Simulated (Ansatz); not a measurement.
Input file:

```yaml
crystal:
  periodic: [false, false, false]
  atoms:
    - {symbol: C, position_ang: [0.000000, 0.000000, 0.000000]}
    - {symbol: H, position_ang: [0.315422, 0.648743, 0.647003]}
    - {symbol: H, position_ang: [-0.323682, -0.644464, 0.647200]}
    - {symbol: H, position_ang: [-0.313322, 0.645484, -0.651269]}
    - {symbol: H, position_ang: [0.321581, -0.649764, -0.642934]}
basis:
  gaussian: {orbitals: 6-31G}
total_charge: 1
magnetization: {spin_polarized: false, initial_magnetization: 1}
correlation: {method: ccsd_t, electrons: outside_noble_gas}
output: {forces: true}
```

```sh
$ ansatz run in.yaml --threads 1 --pin off --events-out ev --progress --plain --max-ram 2393MiB
```

Q: Roughly how long does this take on 1 thread of Arm Neoverse V2, shared host, and how much host memory?

A: 0.3 s wall and 0.07 GiB.

```
255 factors; integrals over basis functions are off by at most 2.2e-4 eV
mean field evaluation 1: about -1078.5577 eV, gradient 2.2e1 eV
mean field evaluation 2: about -1078.5563 eV, gradient 2.2e1 eV
mean field evaluation 4: about -1079.5840 eV, gradient 7.2e-1 eV
mean field evaluation 8: about -1079.5849 eV, gradient 8.2e-7 eV
mean field evaluation 16: about -1079.5849 eV, gradient 2.0e-4 eV
mean field -1079.58494174 eV, -39.6740148400 hartree, gradient 5.7e-6 eV, S^2 0.750000; 1 other end points of the search recorded, 0 dependent functions left out
1 core orbitals not correlated: weight in the atoms' cores, before any rotation towards them, 1.000 or more for the frozen orbitals, at most 0.000 for the correlated occupied ones
reference -1079.58494174 eV, -39.6740148400 hartree; 4, 3 occupied and 12, 13 virtual orbitals, 255 factors
second order -1.98573220 eV of doubles, -0.01670402 eV of singles
cycle   1  -2.34091166 eV  change   -3.4e-1 eV  update   3.4e-2
cycle   2  -2.45411892 eV  change   -1.1e-1 eV  update   1.2e-2
cycle   3  -2.45895833 eV  change   -4.8e-3 eV  update   2.6e-3
cycle   4  -2.45932776 eV  change   -3.7e-4 eV  update   6.3e-4
cycle   5  -2.45923091 eV  change    9.7e-5 eV  update   1.6e-4
cycle   6  -2.45924486 eV  change   -1.4e-5 eV  update   3.9e-5
cycle   7  -2.45925014 eV  change   -5.3e-6 eV  update   1.0e-5
cycle   8  -2.45924879 eV  change    1.4e-6 eV  update   1.8e-6
perturbative correction -0.02747467 eV, -0.0010096757 hartree
the calculation of the forces begins
Total energy: -1082.07166520 eV, -39.7654002417 hartree
Atom 0 at     0.000000     0.000000     0.000000 Å, force     0.000000     0.000000     0.000000 eV/Å
Atom 1 at     0.315422     0.648743     0.647003 Å, force     2.300994     4.909847     4.895986 eV/Å
Atom 2 at    -0.323682    -0.644464     0.647200 Å, force    -2.363503    -4.877458     4.898578 eV/Å
Atom 3 at    -0.313322     0.645484    -0.651269 Å, force    -2.285097     4.884905    -4.928270 eV/Å
Atom 4 at     0.321581    -0.649764    -0.642934 Å, force     2.347606    -4.917294    -4.866294 eV/Å
Dipole moment:    -0.000000     0.000000    -0.000000 e Å
```

Forces (eV/Å):
```
C    0.000  0.000  0.000
H    2.301  4.910  4.896
H   -2.364 -4.877  4.899
H   -2.285  4.885 -4.928
H    2.348 -4.917 -4.866
```

For the same geometry and basis full CI lies 8.0 meV lower.
